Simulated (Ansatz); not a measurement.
# C₂H₃N (SMILES C=C=N): functionals against CCSD(T) at one geometry

An exercise on one series of results from a longer session: the logs are not shown, and one member is left open.

Method: single points in def2-TZVPP; program: Ansatz 0.2.0, Gaussian basis.

Correlated methods freeze the cores.

## Where the work starts

SMILES `C=C=N`, 6 atoms, charge 0, spin multiplicity 1.

Atoms are counted from 1 here; the program's logs count them from 0.

Bond lengths: C1–C2 1.282 Å, C1–H4 1.070 Å, C1–H5 1.080 Å, C2–N3 1.236 Å, N3–H6 1.033 Å. Angles: C2–C1–H4 121.5°, C2–C1–H5 120.5°, H4–C1–H5 118.0°, C1–C2–N3 169.5°, C2–N3–H6 121.4°.

Geometry (Å):

```
C    -0.8238    0.1134   -0.5266
C     0.2315    0.0179    0.1951
N     1.1641    0.1044    1.0022
H    -0.8598    0.7529   -1.3837
H    -1.7051   -0.4637   -0.2878
H     1.9713   -0.5389    0.9630
```

The first run:

The input, run/in.yaml:

```yaml
crystal:
  periodic: [false, false, false]
  atoms:
    - {symbol: C, position_ang: [-0.823800, 0.113400, -0.526600]}
    - {symbol: C, position_ang: [0.231500, 0.017900, 0.195100]}
    - {symbol: N, position_ang: [1.164100, 0.104400, 1.002200]}
    - {symbol: H, position_ang: [-0.859800, 0.752900, -1.383700]}
    - {symbol: H, position_ang: [-1.705100, -0.463700, -0.287800]}
    - {symbol: H, position_ang: [1.971300, -0.538900, 0.963000]}
basis:
  gaussian: {orbitals: def2-TZVPP}
correlation: {method: ccsd_t}
output: {forces: true}
```

The command line of these runs was not kept.

Steps of the session up to this table: CCSD(T)/def2-TZVPP; PBE0-D4/def2-TZVPP; wB97M-V/def2-TZVPP; r2SCAN-D4/def2-TZVPP; PBE-D4/def2-TZVPP; BLYP-D4/def2-TZVPP; r2SCANh-D4/def2-TZVPP.

One table of the session follows, with a row left open; its other results are not shown here.

```
    method  RMS force component (eV/Å)  angle to CCSD(T) forces (°)  dipole (D)
   CCSD(T)                       0.946                    reference        1.35
   PBE0-D4                       0.922                         21.1        1.37
   wB97M-V                           ?                            ?           ?
 r2SCAN-D4                       0.880                         17.3        1.33
    PBE-D4                       0.838                         13.0        1.29
   BLYP-D4                       0.826                         10.6        1.30
r2SCANh-D4                       0.914                         20.8        1.36
```

Q: Estimate the row for wB97M-V from the others.

As computed: RMS force component (eV/Å): 0.917; angle to CCSD(T) forces (°): 17.8; dipole (D): 1.40. In the column «RMS force component (eV/Å)» it lies between r2SCANh-D4 (0.914) and PBE0-D4 (0.922).
